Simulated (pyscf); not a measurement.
Optimised with ωB97X-D3(BJ)/def2-SVP in PySCF.

Problem. Estimate the classical barrier height and the reaction energy of Cl–Zn–Cl + H₂S → hydrogen chloride (HCl) + HS–Zn–Cl at ωB97X-D3(BJ)/def2-TZVP. The step runs on the singlet surface, breaks Cl–Zn, H–S and forms Cl–H, S–Zn; take the separated reactants as zero.

Solution. ΔE‡ = 5.9 kcal/mol, ΔE = +7.9 kcal/mol. ωB97M-D3(BJ)/def2-TZVP gives 9.0 kcal/mol and +8.2 kcal/mol. Zero-point energy shifts the barrier by -0.6 kcal/mol. It is a four-centre exchange, with an imaginary mode of 606i cm⁻¹. On the reactant side the descent ends in an adduct with a S–Zn contact, 14.1 kcal/mol under the separated species and 20.0 kcal/mol under the saddle at ωB97X-D3(BJ)/def2-TZVP. On the product side the descent ends in a complex, 6.5 kcal/mol under the separated species and 4.4 kcal/mol under the saddle at ωB97X-D3(BJ)/def2-TZVP. At ωB97X-D3(BJ) the saddle lies under the separated products, which points to a path from their complex (located at ωB97X-D3(BJ) alone), and parting the products costs more than the saddle. What is counted as formed (S–Zn) is already present as a longer contact in the reactant adduct; forming that adduct is a step of its own. One saddle was located; it need not be the lowest between these sides. Elements up to Kr have no core potential and no relativistic terms here.
